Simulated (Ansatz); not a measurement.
# H5OSi2: the cost of one run

The runs use Ansatz 0.2.0, Gaussian basis; single points in def2-TZVPP.

Cores are frozen in the correlated methods.

### 1 The starting structure

SMILES `O[SiH2][SiH2+]`, 8 atoms, charge 1, spin multiplicity 1.

Atoms are counted from 1 here; the program's logs count them from 0.

Bond lengths: O1–Si2 1.622 Å, O1–H4 1.009 Å, Si2–Si3 2.473 Å, Si2–H5 1.317 Å, Si2–H6 1.500 Å, Si3–H7 1.364 Å, Si3–H8 1.384 Å. Angles: Si2–O1–H4 135.2°, O1–Si2–Si3 97.0°, O1–Si2–H5 118.6°, O1–Si2–H6 108.8°, Si3–Si2–H5 112.6°, Si3–Si2–H6 107.1°, H5–Si2–H6 111.3°, Si2–Si3–H7 129.1°, Si2–Si3–H8 127.8°, H7–Si3–H8 101.3°.

As a file:

```xyz
8
charge 1, multiplicity 1
O    -1.5512    0.2144   -0.5924
Si   -0.0610    0.8338   -0.4292
Si    0.9076   -1.0426    0.8581
H    -2.3869    0.4822   -1.0895
H     0.6282    1.1119   -1.5165
H    -0.1260    2.0153    0.4931
H     2.2057   -1.2622    1.2158
H     0.3462   -2.2841    1.0991
```

### 2 CCSD(T)/def2-TZVPP

The input, run/in.yaml:

```yaml
crystal:
  periodic: [false, false, false]
  atoms:
    - {symbol: O, position_ang: [-1.551200, 0.214400, -0.592400]}
    - {symbol: Si, position_ang: [-0.061000, 0.833800, -0.429200]}
    - {symbol: Si, position_ang: [0.907600, -1.042600, 0.858100]}
    - {symbol: H, position_ang: [-2.386900, 0.482200, -1.089500]}
    - {symbol: H, position_ang: [0.628200, 1.111900, -1.516500]}
    - {symbol: H, position_ang: [-0.126000, 2.015300, 0.493100]}
    - {symbol: H, position_ang: [2.205700, -1.262200, 1.215800]}
    - {symbol: H, position_ang: [0.346200, -2.284100, 1.099100]}
basis:
  gaussian: {orbitals: def2-TZVPP}
total_charge: 1
correlation: {method: ccsd_t}
output: {forces: true}
```

Command:

```console
ansatz run in.yaml --threads 4 --pin off --events-out ev --progress --plain --max-ram 5222MiB
```

**Question.** How long does this run take on 4 threads of Arm Neoverse N1, shared host, and how much memory does it need?

About 2.5 min, with a peak of 3.4 GiB.
